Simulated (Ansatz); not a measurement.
Input file for Ansatz (a program for electronic structure): R-wB97X-V/def2-TZVPP on water (SMILES O).

Ansatz 0.2 input:
```yaml
crystal:
  periodic: [false, false, false]
  atoms:
    - {symbol: O, position_ang: [0.00147573, 0.11699319, 0.00920524]}
    - {symbol: H, position_ang: [-0.76625903, -0.45701858, -0.03275836]}
    - {symbol: H, position_ang: [0.75449541, -0.47558243, -0.04062043]}
basis:
  gaussian:
    orbitals: def2-TZVPP
hamiltonian:
  xc: {name: wB97X-V}
accuracy: high
phonons: {}
scf: {lower_state_search: off}
```

The head of its log:

```
WARN ansatz: RAYON_NUM_THREADS=1 ignored (pool sized by the plan → 1); use --threads N
Functional definition: wB97X-V
these checks for a lower state are left out or cut short: stability, starts, cluster_reference, orbital_swaps, neighbouring_geometries, increment
integrals: 0.04 GiB planned
997 factors; integrals over basis functions are off by at most 2.0e-9 eV
integrals: 0.09 GiB planned
157 factors; integrals over basis functions are off by at most 7.4e-10 eV
mean field: 0.19 GiB planned
mean field evaluation 1: about -2076.8895 eV, gradient 4.4e1 eV
mean field evaluation 2: about -2076.7398 eV, gradient 4.6e1 eV
```

Problem. Predict the final total energy.

Solution. -76.4345 hartree.
